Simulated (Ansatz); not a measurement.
Correlation energies of `C=N/C(O)=N\C` by basis set

Z-matrix (Å, degrees):
```
C
N 1 1.437
H 1 1.094 2 108.8
H 1 1.093 2 113.8 3 -122.2
H 1 1.094 2 108.9 3 115.8
C 2 1.261 1 120.9 3 123.5
N 6 1.398 2 125.0 1 -0.1
O 6 1.352 2 119.4 1 180.0
C 7 1.266 6 118.9 2 178.5
H 8 0.965 6 105.4 2 -0.1
H 9 1.089 7 118.1 6 180.0
H 9 1.092 7 123.8 6 -0.0
```

Total charge 0; spin multiplicity 1. Geometry: relaxed with PBE0-D4/def2-TZVP. It is one conformer, not always the lowest. Frozen core, restricted reference, Ansatz. CBS rows extrapolate triple and quadruple zeta; past MP2 they add the triple-zeta difference.

| basis | HF (Eh) | MP2 corr. | CCSD corr. | (T) | CCSD(T) total |
| --- | --- | --- | --- | --- | --- |
| def2-SVP | ? | -0.90624 | -0.95004 | -0.03297 | ? |
| def2-TZVPP | -300.94539 | -1.12268 | ? | -0.05229 | ? |
| def2-QZVPP | ? | ? | – | – | – |
| CBS(def2) | -300.96087 | -1.25968 | -1.28757 | as TZ | -302.30073 |

(1) Fill in the withheld values. (Estimate.)

Results:

(1) Computed: def2-SVP HF (Eh): -300.59513; def2-SVP CCSD(T) total: -301.57814; def2-TZVPP CCSD corr.: -1.15056; def2-TZVPP CCSD(T) total: -302.14824; def2-QZVPP HF (Eh): -300.95899; def2-QZVPP MP2 corr.: -1.20138.
